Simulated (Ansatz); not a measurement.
H4S2Si (`S[SiH2]S`), relaxed with RKS PBE0-D4/def2-TZVP in Ansatz 0.2.0 from a PBE-D4/def2-SVP geometry. The force threshold is 0.005 eV/Å; the program also tests the step.

Charge 0, multiplicity 1.

Start:

```xyz
7

S     1.767   -0.054    0.500
Si   -0.228    0.438   -0.185
S    -0.956   -1.124   -1.473
H     1.583    0.527    1.719
H    -1.081    0.662    1.036
H    -0.278    1.655   -1.062
H    -0.808   -2.105   -0.536
```

Problem. By how much does the energy fall, and how many steps does the optimiser take? (Best estimate.)

Solution. Ansatz gave: 0.03 eV, in 9 steps, 1 of them rejected.

Problem. Which bonds change most? (An estimate is asked.)

Solution. The calculation gave: S1–Si2 from 2.166 to 2.137 Å; Si2–S3 from 2.151 to 2.126 Å; Si2–H5 from 1.505 to 1.484 Å; S3–H7 from 1.364 to 1.344 Å.

Problem. Give the relaxed structure. (Estimate.)

Solution. Computed: 
```xyz
7

S     1.722   -0.109    0.530
Si   -0.230    0.416   -0.165
S    -0.925   -1.109   -1.474
H     1.624    0.636    1.645
H    -1.107    0.608    1.016
H    -0.241    1.639   -1.002
H    -0.843   -2.082   -0.551
```
